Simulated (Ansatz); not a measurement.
**H₃S+ (triplet): wave-function methods side by side at distance S1–H3 = 3.289 Å, 6-31G**

How much of the correlation energy of H₃S+ (triplet) does each wave-function method recover here?

Program: Ansatz 0.2.0, Gaussian basis. Level of theory: 6-31G, core rule «outside noble gas», up to 5 orbitals frozen. These are calculated values, not measurements.

The runs, in order: UHF; CCSD(T) on ROHF; CCSD(T) on UHF; BCCD(T) on ROHF; CISD; CCSDT(Q) on ROHF; CCSDT(Q) on UHF; CISDTQ; CCSDTQ on ROHF; CCSDTQ on UHF; CASSCF and MRCISD+Q, 4 electrons in 4 orbitals; CASSCF and NEVPT2, 4 electrons in 4 orbitals; CASSCF and MRCISD+Q, 8 electrons in 7 orbitals; CASSCF and NEVPT2, 8 electrons in 7 orbitals; Full CI.

14 further runs of the same task are left out: 7 that didn't finish, 7 set aside as unsound or not needed.

## 1. What is computed

The geometry derives from a PBE0/def2-TZVP stationary point (not a proven minimum). One bond is set to the value named and the two fragments are kept rigid.

4 atoms, charge 1, spin multiplicity 3.

Atoms are counted from 1 here; the program's logs count them from 0.

Bond lengths: S1–H2 1.357 Å, S1–H4 1.520 Å. Angles: H2–S1–H4 89.9°.

## 2. UHF

File in.yaml:

```yaml
crystal:
  periodic: [false, false, false]
  atoms:
    - {symbol: S, position_ang: [0.000000, -0.039168, -0.050811]}
    - {symbol: H, position_ang: [0.000000, 1.318312, -0.050811]}
    - {symbol: H, position_ang: [0.000000, -0.035033, 3.238186]}
    - {symbol: H, position_ang: [0.000000, -0.037257, -1.570938]}
basis:
  gaussian: {orbitals: 6-31G}
total_charge: 1
magnetization: {spin_polarized: true, initial_magnetization: 2}
hamiltonian: {xc: hf}
output: {orbitals: {seedname: orbitals}}
```

Started as:

```
$ ansatz run in.yaml --threads 1 --pin off --events-out ev --progress --plain --max-ram 2393MiB
```

The runs that follow: CCSD(T) on ROHF; CCSD(T) on UHF; BCCD(T) on ROHF; CISD; CCSDT(Q) on ROHF; CCSDT(Q) on UHF; CISDTQ; CCSDTQ on ROHF; CCSDTQ on UHF; CASSCF and MRCISD+Q, 4 electrons in 4 orbitals; CASSCF and NEVPT2, 4 electrons in 4 orbitals; CASSCF and MRCISD+Q, 8 electrons in 7 orbitals; CASSCF and NEVPT2, 8 electrons in 7 orbitals; Full CI.

Before running them: what should the planned runs give, taken together? Wanted: FCI below the RHF energy; RMP2 from FCI; UMP2 from FCI; RCCSD from FCI; RCCSD(T) from FCI; UCCSD(T) from FCI; RCCSDT(Q) from FCI; UCCSDT(Q) from FCI; NEVPT2 pair from FCI.

As calculated:

| quantity | value |
| --- | --- |
| FCI below the RHF energy | -1.8876 eV |
| RMP2 from FCI | +11.68 kcal/mol |
| UMP2 from FCI | +11.47 kcal/mol |
| RCCSD from FCI | +0.38 kcal/mol |
| RCCSD(T) from FCI | +0.10 kcal/mol |
| UCCSD(T) from FCI | +0.10 kcal/mol |
| RCCSDT(Q) from FCI | +0.01 kcal/mol |
| UCCSDT(Q) from FCI | 0.00 kcal/mol |
| NEVPT2 pair from FCI | +6.85 kcal/mol |
| MRCISD+Q pair from FCI | -0.18 kcal/mol |
| NEVPT2 valence from FCI | +3.12 kcal/mol |
| levels within 1 kcal/mol (43 meV) | RCCSD, UCCSD, RCCSD(T), UCCSD(T), BCCD(T), RCCSDT, UCCSDT, CISDTQ, RCCSDT(Q), UCCSDT(Q), RCCSDTQ, UCCSDTQ, MRCISD pair, MRCISD+Q pair, MRCISD valence, MRCISD+Q valence |
| T1 diagnostic | 0.014 |
| effectively unpaired electrons | 2.03 |

RCCSD(T) lands +0.10 kcal/mol from the yardstick (0.2 % of the correlation energy). MRCISD+Q pair falls below full CI: the +Q correction isn't variational, and the cores differ from full CI's. One determinant dominates. Of the multireference levels listed MRCISD+Q valence comes nearest in total energy (+0.09 kcal/mol), which doesn't show that its space is the better one. These misses are within one basis, not against nature; the frozen cores of restricted and unrestricted runs differ, which can shift their rows.
